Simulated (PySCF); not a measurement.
Rows and methods have been separated. Pair them.

H₂O₃S.
SMILES: `O=[SH](=O)O`

The closed-shell ground state was solved 7 times with PySCF (density fitting, gas phase), always in the pcSseg-2 basis (179 functions), with these functionals: B3LYP, B97-2, B97-D, BHandHLYP, HF, PBE0 and wB97X-D. One conformer (not necessarily the lowest) at the PBE0-D3(BJ)/def2-SVP geometry, without solvent, vibrations or thermal averaging.

| row | total energy (Eh) | HOMO (eV) | LUMO (eV) | dipole (D) |
| --- | --- | --- | --- | --- |
| P | -624.7843 | -9.72 | 0.04 | 3.10 |
| Q | -625.0432 | -8.08 | -0.79 | 2.95 |
| R | -625.1728 | -9.46 | -0.36 | 3.09 |
| S | -625.1035 | -9.41 | 0.02 | 3.07 |
| T | -625.0802 | -11.62 | 1.85 | 3.15 |
| U | -623.3422 | -13.86 | 2.52 | 3.51 |
| V | -625.0294 | -11.31 | 0.67 | 3.28 |

Which functional belongs to which row?

P = PBE0, Q = B97-D, R = B3LYP, S = B97-2, T = wB97X-D, U = HF, V = BHandHLYP. By rising HOMO–LUMO gap: B97-D (GGA) 7.29 eV; B3LYP (global hybrid, 20 % exact exchange) 9.10 eV; B97-2 (global hybrid, 21 % exact exchange) 9.43 eV; PBE0 (global hybrid, 25 % exact exchange) 9.76 eV; BHandHLYP (global hybrid, 50 % exact exchange) 11.98 eV; wB97X-D (range-separated hybrid) 13.47 eV; HF (all exact exchange) 16.38 eV. Total energies of different functionals aren't bounds to one another; each is stationary for its own functional.

The values belong to the conformer `[O:1]=[SH:2](=[O:3])[OH:4]`: H–O4–S2–O1 139°.

The pairwise dispersion term of B97-D and wB97X-D wasn't added to the energies; at a given geometry it leaves orbitals and properties as they are.
